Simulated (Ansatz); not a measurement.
```yaml
crystal:
  periodic: [false, false, false]
  atoms:
    - {symbol: Sc, position_ang: [-0.563459, 0.000505, 0.000564]}
    - {symbol: N, position_ang: [1.506086, -0.001351, -0.001507]}
    - {symbol: H, position_ang: [2.101824, 0.844078, -0.004685]}
    - {symbol: H, position_ang: [2.100311, -0.847847, 0.000481]}
basis:
  gaussian: {orbitals: def2-TZVP}
total_charge: 1
magnetization: {spin_polarized: true, initial_magnetization: 1}
hamiltonian: {xc: pbe0}
relax: {f_tol: 0.004, max_steps: 80}
```

```sh
$ ansatz run in.yaml --threads 1 --pin off --events-out ev --progress --plain --max-ram 2176MiB
```

Steps of the relaxation (energy above the last step; positions in Å, forces in eV/Å):

```
4
step 1, 261.1 meV
Sc   -0.563    0.001    0.001    2.557   -0.002   -0.003
N     1.506   -0.001   -0.002   -1.725    0.002    0.002
H     2.102    0.844   -0.005   -0.417   -0.781    0.003
H     2.100   -0.848    0.000   -0.416    0.782   -0.002
```

```
4
step 2, 1.0 meV
Sc   -0.438    0.000    0.000    0.067    0.000    0.000
N     1.466   -0.001   -0.001   -0.041    0.000    0.000
H     2.059    0.827   -0.005   -0.013   -0.141    0.000
H     2.058   -0.830    0.000   -0.013    0.141    0.000
```

```
4
step 3, 0.2 meV
Sc   -0.436    0.000    0.000   -0.010    0.000    0.000
N     1.464   -0.001   -0.001   -0.035    0.000    0.000
H     2.059    0.822   -0.005    0.023   -0.027    0.000
H     2.058   -0.826    0.000    0.023    0.027    0.000
```

```
4
step 4, 0.0 meV
Sc   -0.438    0.000    0.000   -0.004    0.000    0.000
N     1.463   -0.001   -0.001   -0.024    0.000    0.000
H     2.061    0.820   -0.005    0.014    0.005    0.000
H     2.059   -0.824    0.000    0.014   -0.005    0.000
```

```
4
step 6, 0.0 meV
Sc   -0.438    0.000    0.000    0.000    0.000    0.000
N     1.462   -0.001   -0.001    0.000    0.000    0.000
H     2.061    0.819   -0.005    0.000    0.000    0.000
H     2.060   -0.823    0.000    0.000    0.000    0.000
```

Close pairs at the end: N2–H4 1.016 Å, N2–H3 1.016 Å, Sc1–N2 1.901 Å, Sc1–H4 2.630 Å, Sc1–H3 2.630 Å.

A stationary point of unrestricted PBE0 after 6 steps, with ⟨S²⟩ = 0.752 against 0.75 for a pure state; no frequencies were run, so it isn't proven a minimum. 77 s on 1 thread of Arm Neoverse V1, shared host.
